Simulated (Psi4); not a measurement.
# FNO-CISD/6-311G (density fitting) run of BH3F− (SMILES [BH3-]F)

Aim: the energy change on altering one bond length of BH3F− at FNO-CISD/6-311G (density fitting), from 2 runs. 

Program for the calculation: Psi4 1.11.

6 further runs of the same task are left out: 2 that didn't finish, 4 set aside as unsound or not needed.

### 1 Starting point

The species is BH3F− (5 atoms), meant as a singlet with charge -1. As SMILES, `[BH3-]F`. The coordinates come from a GFN2-xTB relaxation.

Bond lengths: B1–F2 1.447 Å, B1–H3 1.227 Å, B1–H4 1.228 Å, B1–H5 1.228 Å. Angles: F2–B1–H3 108.4°, F2–B1–H4 108.4°, F2–B1–H5 108.4°, H3–B1–H4 110.7°, H3–B1–H5 110.5°, H4–B1–H5 110.5°.

### 2 A single-point energy at FNO-CISD/6-311G (density fitting)

The input, job.dat:

```
memory 1.6 GB

molecule {
  -1 1
  B
  F 1 r2
  H 1 r3 2 a3
  H 1 r4 3 a4 2 d4
  H 1 r5 3 a5 4 d5

  r2 = 1.446993
  r3 = 1.22729
  a3 = 108.36574
  r4 = 1.227822
  a4 = 110.65626
  d4 = 118.68033
  r5 = 1.228178
  a5 = 110.52556
  d5 = 122.71396
  no_reorient
  no_com
}

set {
  basis       6-311G
  reference   rhf
  scf_type    df
  freeze_core true
}

energy("fno-cisd")
print_variables()
```

Launch:

```
$ psi4 -n 1 job.dat job.out
```

job.out:

```text
[...]
  Running in c1 symmetry.
[...]
  Nuclear repulsion =   30.284621682630863
[...]
  Multiplicity = 1
[...]
  Nalpha       = 9
  Nbeta        = 9
[...]
    Number of basis functions: 35
[...]
   @DF-RHF iter   1:  -125.84623041968820   -8.04985e-01   9.89264e-03 DIIS/ADIIS
[...]
   @DF-RHF iter  10:  -125.90195898171444   -8.52651e-14   1.24310e-09 DIIS
[...]
    Orbital Energies [Eh]
    ---------------------
    Doubly Occupied:
       1A    -25.969882     2A     -7.349867     3A     -1.275156
       4A     -0.489069     5A     -0.373098     6A     -0.373031
       7A     -0.335280     8A     -0.186141     9A     -0.185750
[...]
  @DF-RHF Final Energy:  -125.90195898171444
   => Energetics <=
    Nuclear Repulsion Energy =             30.2846216826308634
    One-Electron Energy =                -239.2986106465979219
    Two-Electron Energy =                  83.1120299822526079
    Total Energy =                       -125.9019589817144436
[...]
 Multipole Moments:
 ------------------------------------------------------------------------------------
     Multipole            Electronic (a.u.)      Nuclear  (a.u.)        Total (a.u.)
 ------------------------------------------------------------------------------------
 L = 1.  Multiply by 2.5417464519 to convert [e a0] to [Debye]
 Dipole X            :         -0.0028386            0.0017052           -0.0011335
 Dipole Y            :          0.0036852           -0.0020258            0.0016595
 Dipole Z            :          3.9522924           -3.1823813            0.7699110
 Magnitude           :                                                    0.7699137
[...]
      * MP2 total energy:                   -126.113520996858
[...]
      * SCS-MP2 total energy:                 -126.113409909339
[...]
      * MP2 total energy:                     -126.113520996858
[...]
      * CISD total energy:                    -126.113185851387
[...]
```

It took 2.7 s on 1 thread of AMD EPYC 9R45 (Zen 5), shared host; peak memory 0.2 GiB.

### 3 The distorted shape, same level

The input, job.dat:

```
memory 1600 mb

molecule mol {
  -1 1
  B     -0.27837933    -0.34013747     0.05679950
  F      1.40593356    -1.75212194     1.68358913
  H     -2.22780191     0.10381588     1.23219025
  H     -0.72966483    -1.62622838    -1.82092687
  H      0.98660711     2.03277839    -0.66828275
  units au
  no_reorient
  no_com
}

set basis 6-311G
set reference rhf
set scf_type df
set freeze_core true

e = energy('fno-cisd')
print_variables()
```

Launch:

```
$ psi4 -n 1 job.dat job.out
```

job.out:

```text
[...]
  Running in c1 symmetry.
[...]
  Nuclear repulsion =   29.696086009780114
[...]
  Multiplicity = 1
[...]
  Nalpha       = 9
  Nbeta        = 9
[...]
    Number of basis functions: 35
[...]
   @DF-RHF iter   1:  -125.83656418039125   -8.66189e-01   9.69856e-03 ADIIS/DIIS
[...]
   @DF-RHF iter  10:  -125.89052648819626   -1.42109e-13   2.61364e-09 DIIS
[...]
    Orbital Energies [Eh]
    ---------------------
    Doubly Occupied:
       1A    -25.985389     2A     -7.386365     3A     -1.289351
       4A     -0.492288     5A     -0.386990     6A     -0.381080
       7A     -0.338406     8A     -0.200058     9A     -0.166205
[...]
  @DF-RHF Final Energy:  -125.89052648819626
   => Energetics <=
    Nuclear Repulsion Energy =             29.6960860097801138
    One-Electron Energy =                -237.9209591378340747
    Two-Electron Energy =                  82.3343466398576993
    Total Energy =                       -125.8905264881962580
[...]
 Multipole Moments:
 ------------------------------------------------------------------------------------
     Multipole            Electronic (a.u.)      Nuclear  (a.u.)        Total (a.u.)
 ------------------------------------------------------------------------------------
 L = 1.  Multiply by 2.5417464519 to convert [e a0] to [Debye]
 Dipole X            :         -9.6583326            9.2906458           -0.3676868
 Dipole Y            :         17.3385970          -16.9594189            0.3791781
 Dipole Z            :        -14.5740644           14.1792803           -0.3947841
 Magnitude           :                                                    0.6594119
[...]
      * MP2 total energy:                   -126.103362396337
[...]
      * SCS-MP2 total energy:                 -126.103518432750
[...]
      * MP2 total energy:                     -126.103362396337
[...]
      * CISD total energy:                    -126.103312697153
[...]
```

It took 2.7 s on 1 thread of AMD EPYC 9R45 (Zen 5), shared host; peak memory 0.2 GiB.

### 4 Results

At FNO-CISD/6-311G (density fitting), 2 core orbitals frozen:

| quantity | value |
| --- | --- |
| first shape: total energy | -126.11319 Eh |
| first shape: HOMO energy (Hartree–Fock orbitals) | -5.05 eV |
| first shape: LUMO energy (Hartree–Fock orbitals) | 10.66 eV |
| first shape: HOMO–LUMO gap (to an unbound level, set by the basis) | 15.71 eV |
| first shape: correlation energy (2 core orbitals frozen) | -211.2 mEh |
| distorted shape: total energy | -126.10331 Eh |
| distorted shape: HOMO energy (Hartree–Fock orbitals) | -4.52 eV |
| distorted shape: LUMO energy (Hartree–Fock orbitals) | 10.41 eV |
| distorted shape: HOMO–LUMO gap (to an unbound level, set by the basis) | 14.94 eV |
| distorted shape: correlation energy (2 core orbitals frozen) | -212.8 mEh |
| energy change with the B1–H5 bond stretched from 1.228 to 1.474 Å | 0.269 eV |

In words: With the B1–H5 bond stretched from 1.228 to 1.474 Å the energy rises by 0.27 eV (25.9 kJ/mol). The first shape isn't relaxed at this level, so the change isn't measured from a minimum.
